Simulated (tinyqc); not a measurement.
Extended Hueckel theory, for BH3, step by step. One step of it, computed by the program tinyqc.

Question. Mulliken analysis. P = C n C^T; charge = valence electrons (H 1, B 3) minus the sum of (P S)_ii on the atom; overlap population = 2 sum P_ij S_ij between two atoms.

coefficients:
```
              MO1        MO2        MO3        MO4        MO5        MO6        MO7
1B 2s    0.554702   0.000038   0.000000   0.025268   0.000000  -0.001605   1.491314
1B 2px  -0.000005   0.297109   0.000000  -0.000001   0.000000   1.338605   0.001776
1B 2py   0.000000   0.000000   0.297076   0.000000   1.338043   0.000000   0.000000
1B 2pz   0.001331  -0.000001   0.000000   0.999550   0.000000   0.000046  -0.042819
2H 1s    0.268345   0.662414   0.000000  -0.008811   0.000000  -0.969775  -0.801885
3H 1s    0.268235  -0.331373   0.573838  -0.008810  -0.840129   0.486328  -0.799514
4H 1s    0.268235  -0.331373  -0.573838  -0.008810   0.840129   0.486328  -0.799514
```

occupations: 2.000000  2.000000  2.000000  0.000000  0.000000  0.000000  0.000000

overlap S, lower triangle:
```
           1B 2s     1B 2px     1B 2py     1B 2pz     2H 1s     3H 1s     4H 1s
1B 2s   1.000000
1B 2px  0.000000   1.000000
1B 2py  0.000000   0.000000   1.000000
1B 2pz  0.000000   0.000000   0.000000   1.000000
2H 1s   0.488983   0.532140   0.000000  -0.012084  1.000000
3H 1s   0.488748  -0.266107   0.460655  -0.012075  0.092553  1.000000
4H 1s   0.488748  -0.266107  -0.460655  -0.012075  0.092553  0.092551  1.000000
```

Give: charges; Overlap populations.

Answer.

charges: 1B 0.9667, 2H -0.3220, 3H -0.3224, 4H -0.3224

Overlap populations:
```
pair      value
2-1    0.710091
3-1    0.709758
3-2   -0.054616
4-1    0.709758
4-2   -0.054616
4-3   -0.054617
```
